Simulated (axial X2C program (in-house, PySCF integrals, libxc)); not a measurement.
Worked dissociation energy of BC⁻: PBE0, 2c

Computed with an in-house all-electron X2C program for linear molecules (integrals from PySCF). Two-component (2c) means X2C with spin–orbit coupling and atomic mean-field two-electron Coulomb and Gaunt terms. Basis: C dyall-av3z [8s7p3d2f], B dyall-av3z [8s7p3d2f] (cores contracted in-house); Gaussian nuclei, density fitting, unrestricted open shells. Masses: C 12.000 u, B 11.009 u.

Molecular state: Ω = 2 (⟨Sz⟩ = 1.00, ⟨Lz⟩ = 1.00 at PBE0).

```
E(C-) (2M_J = 3) : -37.873392 hartree
E(B) (2M_J = 1)  : -24.625893 hartree
E(BC⁻) at Re     : -62.689476 hartree
ωe               : 1355.3 cm⁻¹
ωexe             : 10.3 cm⁻¹
```

Work out De and D0.

De = -37.873392 + (-24.625893) − (-62.689476) = 0.19019 hartree = 5.175 eV. The zero-point energy is ωe/2 − ωexe/4 = 675 cm⁻¹ = 0.084 eV, so D0 = 5.092 eV.

The state is one determinant whose occupation by symmetry is held fixed; it was picked as the lowest of a PBE0 search that is not exhaustive. De is counted from the lowest determinant-based energies of the atoms at the same level, without counterpoise correction. Density functionals use the spin component along the axis (collinear). In 2c an atomic determinant is not the ground J level, so De misses part of the atomic spin–orbit lowering. This holds for PBE0. PBE0 can misorder states that lie within some tenths of an eV, so this need not be the ground state of the molecule. The nearest other 2c determinant of the search, Ω = 1, lies 0.15 eV up at the distance of the search. Without a current term, density functionals place determinants with orbital angular momentum somewhat too high. With several unpaired electrons one determinant need not be a pure state. Open-shell Ω = 0 determinants with evenly filled partner blocks cannot be reached by this program, so the Ω shown need not be the lowest component. The highest occupied level of some functionals is positive through self-interaction error; at Hartree–Fock it is bound.

Each atomic determinant is the lowest at this level and need not be a pure J level. Totals compare only within one Hamiltonian and basis.
